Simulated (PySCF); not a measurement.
How the method changes the constants of PH⁻

State: ²Π (doublet), unpaired electrons π ↑. Set-up: PySCF, no relativity, basis sets P def2-TZVPPD, H def2-TZVPPD. De refers to P + H⁻ in their high-spin ground configurations, without counterpoise correction. The functionals are run spin-unrestricted. A positive dipole points towards H; it is taken about the centre of mass and depends on that origin.

```csv
Level,Re (Å),ωe (cm⁻¹),De (eV),μ (D),"CPU s a point (SCF and correlation, without the integrals)"
UHF-CCSD,1.438,2253,n/a,n/a,n/a
UHF-CCSD(T),1.440,2237,n/a,n/a,3.9
BLYP,1.454,2133,n/a,-0.11,0.3
BP86,1.454,2158,n/a,-0.06,0.3
r²SCAN,1.441,2242,n/a,0.05,0.62
r²SCAN0,1.434,2290,n/a,0.08,0.79
```

The bond length runs from 1.434 Å (r²SCAN0) to 1.454 Å (BP86).

Correlated steps freeze 5 core orbitals. The highest Kohn–Sham level is positive in this anion. Much of that is self-interaction error, but it also means that the finite basis helps to hold the extra electron. The state is the lowest determinant that a PBE0 search found; another state may lie lower at other levels.

The whole job (state search and all levels along the bond) took about 1.7 min on 1 thread of Intel Xeon Platinum 8488C (shared host), peak memory 1.2 GiB.
